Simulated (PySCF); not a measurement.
Gas-phase reaction: HBNH + H = BH + NH2

Method: PySCF energies plus ideal-gas RRHO corrections (1 bar). † marks an energy on the PBE0/def2-TZVP geometry and frequencies; other levels use their own. MP2 and CCSD(T) freeze the core. 6-31G* has spherical d functions here. Open shells (unrestricted): H (multiplicity 2), NH2 (multiplicity 2); the rest are closed-shell singlets. B3LYP is the form with VWN-RPA correlation. HBNH: computed as isolated molecules; such fragments, hydroxides, amides, oligomers or adducts are transient or little studied in the gas. MP2 isn't extrapolated to the basis-set limit; its ΔH°(298 K) is 433.8 kJ in def2-SVP and 410.8 kJ in def2-TZVPP. CCSD(T) isn't extrapolated to the basis-set limit; its ΔH°(298 K) is 368.8 kJ in def2-SVP and 345.0 kJ in def2-TZVPP. The harmonic model lacks anharmonicity and excited electronic states, which grow with temperature; levels with a mode under 35 cm⁻¹ are left out.

```csv
level,"ΔE electronic, kJ","ΔH°(298 K), kJ","ΔS°(298 K), J/K","ΔG°(1200 K), kJ"
B3LYP/6-31G*,372,371,42,329
CCSD(T)/def2-TZVPP†,345,345,42,303
M06-2X/def2-TZVP†,385,385,42,343
MP2/def2-SVP†,434,434,42,392
PBE/def2-SVP,428,427,43,383
PBE0/def2-QZVP†,382,382,42,340
ωB97M-V/def2-TZVP†,375,375,42,333
```
ΔH° is lowest at CCSD(T)/def2-TZVPP† and highest at MP2/def2-SVP†. No reference value is set beside these.
